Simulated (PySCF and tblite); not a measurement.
Values are calculated unless marked as measured or tabulated.
E-2,4-pentadienenitrile, C₅H₅N, numbered as in [CH2:1]=[CH:2]/[CH:3]=[CH:4]/[C:5]#[N:6].

Level: B3LYP-D3(BJ)/def2-TZVP//PBE0-D3(BJ)/def2-SVP, thermal terms from GFN2-xTB, symmetry numbers and mirror pairs counted. Conformers within 3 kcal/mol (GFN2-xTB free energy) were kept, 8 at most. Couplings: B3LYP/pcJ-1 (gas phase; spin-dipole term only for pairs with B, N, F, Si or P). Couplings are for ¹³C, ¹H, ¹⁵N. Of two unlike H on one atom, a is the less shielded (WP04/pcSseg-2). Programs: PySCF with density fitting and tblite.

Torsions listed: C1–C2–C3–C4. Of a mirror pair one member is shown.

```tsv
conformer	shape	weight %
1	180°	99.1
2	25°	0.9
```

Dihedral angles along the coupling paths:

```tsv
coupling	conformer	dihedral (°)
³J(H1a,H2)	1	180
³J(H1a,H2)	2	-176
³J(H1b,H2)	1	0
³J(H1b,H2)	2	2
³J(H2,H3)	1	180
³J(H2,H3)	2	23
³J(H3,H4)	1	180
³J(H3,H4)	2	-177
```

(1) What are these vicinal couplings in each conformer, and averaged?

Thermal terms of a conformer that GFN2-xTB lacks, or places elsewhere, come from the nearest GFN2-xTB minimum; such a conformer stays in the set even outside the window.

## Answers

(1) 
```
  coupling  conformer  dihedral (°)  J (Hz)  average (Hz)
³J(H1a,H2)          1           180    18.2          18.2
³J(H1a,H2)          2          -176    18.9          18.2
³J(H1b,H2)          1             0    11.4          11.4
³J(H1b,H2)          2             2    12.4          11.4
 ³J(H2,H3)          1           180    12.2          12.2
 ³J(H2,H3)          2            23     7.1          12.2
 ³J(H3,H4)          1           180    17.4          17.4
 ³J(H3,H4)          2          -177    18.1          17.4
```
